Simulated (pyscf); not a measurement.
Thermochemistry of product channels of F–C:–F (SMILES F[C]F) [singlet] + SiH₄ (SMILES [SiH4]) on the singlet surface, in kcal/mol, from CCSD(T)/def2-TZVPP + ΔMP2(QZVPP) energies (ideal gas, 1 atm, RRHO with modes under 100 cm⁻¹ raised to 100, one conformer, R ln 2 for rigid chiral ones). Structures and frequencies: ωB97X-D3(BJ)/def2-SVP in PySCF. Correlated levels are frozen-core, on RHF or UHF. ΔMP2 is the change of the MP2 total energy from the triple- to the quadruple-zeta basis.

```
products                                                     ΔE  ΔH(298 K)  ΔG(600 K)  ΔG(900 K)
--------------------------------------------------------  -----  ---------  ---------  ---------
F–SiH₃ (SMILES F[SiH3]) + :HC–F (SMILES [CH]F) [singlet]  -11.5      -10.5      -12.9      -14.0
F–CH(F)–SiH₃ (SMILES FC(F)[SiH3])                         -55.4      -50.8      -30.9      -21.2
F–CH₂–F (SMILES FCF) + SiH₂ (SMILES [SiH2]) [singlet]      -8.1       -4.1       -5.2       -5.4
```

These are energies of the channels, which say nothing of barriers. A restricted singlet here is unstable towards spin polarisation, as is usual where a triplet lies low; its energy is less safe. The CCSD(T) − MP2 part came from Ansatz, without density fitting, on the same reference.
